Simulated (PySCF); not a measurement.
# A diatomic session: BS

One job finds the state of BS, follows it along the bond with each method and fits the curves.

Computed with PySCF 2.14.0. Level: B def2-SVP, S def2-SVP, no relativity.

### Step 1. Set-up

The job is set up so:

- atoms: B, S
- charge: 0
- basis: B def2-SVP, S def2-SVP
- Hamiltonian: no relativity
- basis functions: 32
- electrons treated: 21
- masses in u: 11.0093, 31.9721
- levels: PBE0, PBE, r²SCAN, BLYP, PBEsol, M06-2X, LC-ωPBE, HF, MP2, SCS-MP2, CCSD, CCSD(T)
- grid: 80 radial by 434 angular points
- occupations: held fixed by the projection of orbital angular momentum
- dissociation limit: B + S, each in its ground configuration
- starting distance in angstrom: 1.800
- values of 2S to try: 1, 3

Launch:

```
OMP_NUM_THREADS=1 python dia.py task.json out
```

After this run come: The PBE0 curve of the state that the search chose; Higher solutions at PBE0; PBE (GGA); r²SCAN (meta-GGA); BLYP; PBEsol (GGA); M06-2X (hybrid meta-GGA); LC-ωPBE (range-separated hybrid); ROHF; Correlated methods on the Hartree–Fock reference.

What does the calculation give? Wanted: for each run, Re; ωe; De; μ.

The runs gave:

Lowest PBE0 solution found, without spin–orbit coupling: ²Σ⁺ (doublet), unpaired electrons σ ↑. State 2 has its PBE0 minimum 2.15 eV higher. State 3 has its PBE0 minimum 3.66 eV higher. The other levels ran on the lowest alone.

```csv
level,Re (Å),ωe (cm⁻¹),De (eV),μ (D)
ROHF,1.600,1293,4.29,-1.49
ROHF-MP2,1.617,1236,5.87,n/a
ROHF-SCS-MP2,1.617,1235,5.58,n/a
ROHF-CCSD,1.617,1235,5.32,n/a
ROHF-CCSD(T),1.626,1199,5.56,n/a
PBE,1.628,1176,6.38,-0.59
PBEsol,1.626,1184,6.71,-0.62
BLYP,1.631,1156,5.99,-0.53
r²SCAN,1.619,1210,6.31,-0.88
PBE0,1.614,1224,6.09,-0.84
M06-2X,1.608,1245,6.09,-0.87
LC-ωPBE,1.599,1276,5.81,-0.98
```

De is counted to B + S in their ground configurations. A positive dipole means B(−)S(+).

In words: The methods spread over 0.032 Å in bond length, from LC-ωPBE to BLYP. Among the levels with a De in the table, it runs from 4.29 eV (ROHF) to 6.71 eV (PBEsol).

Correlated steps freeze 6 core orbitals. T1 is 0.035 near the minimum (highest on the curve 0.054), which may point to more than one leading configuration.
